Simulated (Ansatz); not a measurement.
A run of Ansatz (development build ahead of 0.2.0) on singlet H4O2 at this shape:

```xyz
6

O     0.0228    0.0065   -0.0314
H    -0.2732    0.9027    0.0070
H     0.9600   -0.0221   -0.0110
O     2.9218    0.0054    0.0222
H     3.4957    0.2202    0.7631
H     3.4824    0.2188   -0.7500
```

Its results:

```
Converged                       : yes
Total energy                    : -151.92865 hartree
Spin squared of the determinant : 0.000
```

**Question.** Which input gives this output? Name the method, the orbitals and the basis set, and write the input.

**Answer.** RHF in def2-SVP. An unrestricted run that stays on the closed shell gives the same numbers.

```yaml
crystal:
  periodic: [false, false, false]
  atoms:
    - { symbol: O, position_ang: [0.02278, 0.00652, -0.03136] }
    - { symbol: H, position_ang: [-0.27318, 0.90273, 0.007] }
    - { symbol: H, position_ang: [0.95996, -0.02212, -0.01098] }
    - { symbol: O, position_ang: [2.92178, 0.00545, 0.02221] }
    - { symbol: H, position_ang: [3.49566, 0.22023, 0.76311] }
    - { symbol: H, position_ang: [3.48239, 0.21877, -0.74998] }
basis:
  gaussian: { orbitals: def2-SVP }
hamiltonian:
  xc: hf
```
